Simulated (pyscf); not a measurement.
## Four-centre exchange: `[CH3][CH2][Mg][CH2][CH3]` + `[OH2]` → `[CH3][CH2][Mg][OH]` + `[CH3][CH3]`

Gas phase, singlet surface, charge 0. Bonds broken: Mg1–C2, O16–H17. Bonds formed: Mg1–O16, C2–H17. PySCF, gas phase, ωB97X-D3(BJ)/def2-SVP geometries.

Transition state (Å):

```xyz
18

Mg    -0.1611    -0.1427     0.7379
C      1.4011    -1.3721    -0.3040
C      0.6848    -1.6441    -1.6426
C     -1.1962     1.6486     0.3888
C     -1.0164     2.2067    -1.0349
H      2.0824    -2.2137    -0.0816
H      2.0985    -0.5157    -0.4215
H      1.3753    -1.8335    -2.4836
H      0.0467    -0.7967    -1.9616
H      0.0203    -2.5233    -1.5722
H     -2.2749     1.5103     0.5955
H     -0.8700     2.4102     1.1234
H      0.0459     2.3883    -1.2773
H     -1.5441     3.1651    -1.1962
H     -1.3943     1.5078    -1.8023
O      0.0252    -1.7129     1.9303
H      0.7077    -1.8241     1.0375
H     -0.3512    -2.5159     2.3030
```

One imaginary mode, 893i cm⁻¹; descent along it reached the two sides named, in the forms told below.

```tsv
bond	change	reactant side (Å)	saddle	product side
Mg1–C2	breaks	2.127	2.244	2.7
O16–H17	breaks	0.965	1.129	2.470
Mg1–O16	forms	2.110	1.980	1.808
C2–H17	forms	3.3	1.576	1.104
```

Electronic energies relative to the separated reactants (kcal/mol):

| level | barrier | reaction energy | reverse barrier |
|---|---|---|---|
| ωB97X-D3(BJ)/def2-TZVP | -10.4 | -39.3 | 28.9 |
| PBE/def2-TZVP | -10.5 | -37.7 | 27.1 |
| r²SCAN/def2-TZVP | -12.9 | -40.8 | 27.9 |
| B3LYP-D3(BJ)/def2-TZVP | -9.7 | -40.0 | 30.3 |
| PBE0-D3(BJ)/def2-TZVP | -11.0 | -37.8 | 26.8 |
| M06-2X/def2-TZVP | -9.9 | -38.9 | 29.0 |
| ωB97M-D3(BJ)/def2-TZVP | -9.0 | -39.5 | 30.6 |
| HF/def2-TZVP | 3.0 | -43.6 | 46.6 |

With ωB97M-D3(BJ)/def2-TZVP energies and thermal terms (ideal gas, 1 atm, RRHO with modes under 100 cm⁻¹ raised to 100, one conformer, R ln 2 for chiral ones without a mode under 150 cm⁻¹), in kcal/mol:

| T (K) | ΔH‡ | ΔG‡ | ΔH | ΔG |
|---|---|---|---|---|
| 298 | -10.6 | -0.5 | -38.8 | -39.7 |
| 600 | -10.3 | 9.6 | -39.2 | -40.4 |
| 900 | -9.6 | 19.5 | -39.4 | -40.9 |
| 1200 | -8.8 | 29.1 | -39.5 | -41.4 |

On the reactant side the descent ends in an adduct with a Mg–O contact (not fully relaxed), 17.3 kcal/mol under the separated species and 6.9 kcal/mol under the saddle at ωB97X-D3(BJ)/def2-TZVP. On the product side the descent ends in a complex (not fully relaxed), 5.9 kcal/mol under the separated species and 34.8 kcal/mol under the saddle at ωB97X-D3(BJ)/def2-TZVP. At ωB97X-D3(BJ)/def2-TZVP, PBE, r²SCAN, B3LYP-D3(BJ), PBE0-D3(BJ), M06-2X, ωB97M-D3(BJ) the saddle lies under the separated reactants, which points to a path from their complex (located at ωB97X-D3(BJ) alone). What is counted as formed (Mg–O) is already present as a longer contact in the reactant adduct; forming that adduct is a step of its own. At the saddle there is also a short H–Mg contact that neither side keeps. One saddle was located; it need not be the lowest between these sides.
